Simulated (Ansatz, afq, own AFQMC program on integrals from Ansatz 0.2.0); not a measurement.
# Where AFQMC and coupled cluster stand for BHO, singlet

```xyz
3

B     0.0000    0.0000   -0.0656
O     0.0000    0.0000   -1.0416
H     0.0000    0.0000    1.1071
```

Connectivity, by distances: BH–O.

Basis cc-pVDZ. Only valence electrons are correlated. Integrals, coupled cluster, full CI and functionals: Ansatz 0.2.0; the random walks run on the same integrals in our own AFQMC program. The CISD trial takes its coefficients from CCSD amplitudes. Released means that phaseless walkers are propagated on without the constraint, phases kept. Error bars are statistical, one sigma.

Determinant: RHF, the one that the program's search chose, which needn't be the lowest solution. The geometry is a point of a scan.

No full CI on the walks' own integrals is used here; CCSDT(Q) serves as the reference and is uncertain by about the last step of the cluster series.

- T1 diagnostic: 0.0130
- weight of the determinant in the CISD state: 0.922
- size of the correlated space: 10 electrons in 31 orbitals

```json
{"level": "MP2", "correlation energy (eV)": "-6.6041"}
{"level": "CCSD", "correlation energy (eV)": "-6.9464"}
{"level": "CCSD(T)", "correlation energy (eV)": "-7.1030"}
```

Problem. Estimate where phaseless AFQMC with a CISD trial lies against CCSD(T) on the same integrals.

Solution. 0.69 ± 0.31 mEh below CCSD(T).

Reference: CCSDT(Q), correlation energy -7.129 eV. The released energy is read at 2.40 1/Eh (meV from the phaseless value at times in 1/Eh: 1 ± 9 at 0.24, -1 ± 9 at 0.51, 4 ± 11 at 0.99, 2 ± 12 at 1.62, -3 ± 12 at 2.40).

```json
{"level": "CCSD(T)", "E − E(reference) (mEh)": "0.95", "share of correlation (%)": "99.64"}
{"level": "CCSDT", "E − E(reference) (mEh)": "0.60", "share of correlation (%)": "99.77"}
{"level": "ph-AFQMC/CISD", "E − E(reference) (mEh)": "0.26 ± 0.31", "share of correlation (%)": "99.90"}
{"level": "released AFQMC", "E − E(reference) (mEh)": "0.16 ± 0.45", "share of correlation (%)": "99.94"}
```

A walk keeps the symmetry of its determinant, which the program's search chose and which needn't be the lowest solution, so a lower state of the same spin and another symmetry isn't excluded. Released energies are given only where the last usable release times agree within the noise; a slower fall can still hide under it.
